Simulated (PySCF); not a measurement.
Level of theory: r2SCAN-D4/def2-TZVP in PySCF 2.14.0. Isolated molecules, 0 K electronic values unless said otherwise. 

Reference species (SMILES): `[SiH3]` (neutral, multiplicity 2).

The dipole moment comes out as 0.05 D.

Changed species: `[SiH2]Br` (X = bromo, H atom removed; the reference has X = H, H atom removed).

Q: Give the shifts of the dipole moment.

A: the dipole moment rises by 1.02 D, to 1.07 D.
